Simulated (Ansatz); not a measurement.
**BeH (doublet): from Hartree-Fock to the top rungs, 6-31G**

One table from this session's results is given with a row withheld; the runs are named, their logs left out.

The runs use Ansatz 0.2.0, Gaussian basis; 6-31G, core rule «outside noble gas», up to 1 orbitals frozen.

To be run: UHF; CCSD(T) on ROHF; CCSD(T) on UHF; BCCD(T) on ROHF; CISD; CCSDT on ROHF; CCSDT on UHF; CASSCF and MRCISD+Q, 3 electrons in 5 orbitals; CASSCF and NEVPT4(SD), 3 electrons in 5 orbitals; CASSCF and NEVPT2, 3 electrons in 5 orbitals; Full CI.

21 further runs of the same task are left out: 9 for a known fault of the program, 3 that didn't finish, 9 set aside as unsound or not needed.

**The system**

The geometry is an MP2(full)/6-31G* stationary point (not a proven minimum).

2 atoms, charge 0, spin multiplicity 2.

Atoms are counted from 1 here; the program's logs count them from 0.

Bond lengths: Be1–H2 1.348 Å.

The first run:

File in.yaml:

```yaml
crystal:
  periodic: [false, false, false]
  atoms:
    - {symbol: Be, position_ang: [0.000000, 0.000000, 0.000000]}
    - {symbol: H, position_ang: [0.000000, 0.000000, 1.348270]}
basis:
  gaussian: {orbitals: 6-31G}
magnetization: {spin_polarized: true, initial_magnetization: 1}
hamiltonian: {xc: hf}
output: {orbitals: {seedname: orbitals}}
```

The run is started by

```sh
$ ansatz run in.yaml --threads 1 --pin off --events-out ev --progress --plain --max-ram 2393MiB
```

Among the steps run: UHF; CCSD(T) on ROHF; CCSD(T) on UHF; BCCD(T) on ROHF; CISD; CCSDT on ROHF; CCSDT on UHF; CASSCF and MRCISD+Q, 3 electrons in 5 orbitals; CASSCF and NEVPT4(SD), 3 electrons in 5 orbitals; CASSCF and NEVPT2, 3 electrons in 5 orbitals; Full CI.

One of the session's tables, all rows but one given; the rest of the session is left out.

It belongs to the step «Misses and costs». 

| method | from FCI (meV) |
| --- | --- |
| ROHF | +683.9 |
| UHF | +675.3 |
| RMP2 | +251.1 |
| UMP2 | +245.1 |
| CISD | +16.2 |
| RCCSD | +15.0 |
| UCCSD | +13.5 |
| RCCSD(T) | +6.3 |
| UCCSD(T) | +5.7 |
| BCCD(T) | +5.6 |
| RCCSDT | 0.0 |
| UCCSDT | 0.0 |
| CASSCF valence | ? |
| NEVPT2 valence | +53.5 |
| NEVPT4(SD) valence | +11.3 |
| MRCISD valence | +0.7 |
| MRCISD+Q valence | +0.2 |
| FCI | 0 |

Q: Estimate the row for CASSCF valence from the others.

As computed: from FCI (meV): +127.4. In the column «from FCI (meV)» it lies between NEVPT2 valence (+53.5) and UMP2 (+245.1).

With the free atoms at the same levels and basis (separate runs), the atomisation energy is 1.547 eV at FCI, 1.541 eV at RCCSD(T), 1.541 eV at UCCSD(T), 2.114 eV at ROHF.

Limits of these values: Levels on UHF freeze UHF's core orbitals, full CI those of ROHF, so the U rows can settle a little off it for that reason alone. Restricted and unrestricted rows rest on different reference determinants; where their highest levels disagree by more than a few hundredths of an eV, they describe different states and don't form one ladder.
